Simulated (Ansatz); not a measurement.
How the elastic constant C11 of solid chlorine moves with the method

No measured value is used here.

```csv
level (code),value (GPa),cell (Å³/atom)
LDA (Ansatz),22.9,22.39
PBEsol (Ansatz),4.4,26.96
r²SCAN (Ansatz),[?],27.94
```

Q: What belongs in the gaps?

A: 
- r²SCAN (Ansatz, an electronic-structure program), value (GPa): 10.6

LDA, PBEsol, r²SCAN: the cell comes from a level without a dispersion term, which matters for the spacing of layers, chains or molecules. Each level is taken at its own relaxed cell. Cutoffs differ between the levels. Ansatz's density-functional and Hartree–Fock values are scalar-relativistic unless marked +SOC, with PAW data made under PBE.
